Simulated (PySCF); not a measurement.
## Electron affinity of F by level of theory

F⁻ [Ne] (1S) → F [He] 2s2 2p5 (2P), as a difference of total energies. Calculation: PySCF 2.14, in aug-cc-pVQZ-DK; the spin-free X2C one-electron Hamiltonian (Gaussian nucleus). Correlated levels: valence: 1s2 frozen. The calculations carry no spin-orbit coupling.

Problem. Order these methods by the electron affinity they give, lowest first.
A. CAM-B3LYP
B. UHF
C. LDA
D. PBE0

Solution. B (1.168 eV), D (3.227 eV), A (3.523 eV), C (4.117 eV).

A first-order spin-orbit estimate (lowest level to lowest level, LS coupling) adds -0.017 eV.

Errors of the correlated levels include the incompleteness of this basis and the frozen core.

In the anion the highest occupied orbital energy is positive at LDA, PBE, r2SCAN, HSE06, a self-interaction effect; the basis confines that electron, and the energy difference can still be sensible.

For comparison: 3.401 eV (measured; photodetachment measurements, as compiled on the Wikipedia data page of electron affinities).
